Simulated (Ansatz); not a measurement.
**CH2N− (SMILES [CH-]=N): functionals against CCSD(T) at one geometry**

An exercise on one series of results from a longer session: the logs are not shown, and one member is left open.

Method: single points in def2-TZVPPD; program: Ansatz 0.2.0, Gaussian basis.

Correlated methods freeze the cores.

## Starting geometry

SMILES `[CH-]=N`, 4 atoms, charge -1, spin multiplicity 1.

Atoms are counted from 1 here; the program's logs count them from 0.

Bond lengths: C1–N2 1.300 Å, C1–H3 1.329 Å, N2–H4 1.100 Å. Angles: N2–C1–H3 113.7°, C1–N2–H4 123.0°.

Geometry (Å):

```xyz
4

C     0.6009   -0.1867    0.6277
N     0.2943    0.6869   -0.2855
H    -0.2595   -1.1958    0.7126
H    -0.5878    0.5892   -0.9348
```

The first run:

run/in.yaml reads:

```yaml
crystal:
  periodic: [false, false, false]
  atoms:
    - {symbol: C, position_ang: [0.600900, -0.186700, 0.627700]}
    - {symbol: N, position_ang: [0.294300, 0.686900, -0.285500]}
    - {symbol: H, position_ang: [-0.259500, -1.195800, 0.712600]}
    - {symbol: H, position_ang: [-0.587800, 0.589200, -0.934800]}
basis:
  gaussian: {orbitals: "def2-TZVPPD.json"}
total_charge: -1
correlation: {method: ccsd_t}
output: {forces: true}
```

The basis file named in the input lies beside it (Basis Set Exchange, JSON).

The command line of these runs was not kept.

Among the steps run: CCSD(T)/def2-TZVPPD; PBE0-D4/def2-TZVPPD; wB97M-V/def2-TZVPPD; r2SCAN-D4/def2-TZVPPD; PBE-D4/def2-TZVPPD; HSE06-D4/def2-TZVPPD; B97M-V/def2-TZVPPD.

One table of the session follows, with a row left open; its other results are not shown here.

```
   method  RMS force component (eV/Å)  angle to CCSD(T) forces (°)
  CCSD(T)                       1.040                    reference
  PBE0-D4                       0.987                         25.7
  wB97M-V                           ?                            ?
r2SCAN-D4                       0.863                         25.4
   PBE-D4                       0.776                         18.6
 HSE06-D4                       0.980                         25.8
   B97M-V                       0.907                         32.1
```

**Question.** Estimate the row for wB97M-V.

**Answer.** RMS force component (eV/Å): 1.035; angle to CCSD(T) forces (°): 19.6. In the column «RMS force component (eV/Å)» it lies between PBE0-D4 (0.987) and CCSD(T) (1.040).

To keep in mind: The anion's highest level is positive in at least one run, so there the basis alone may hold the extra electron.
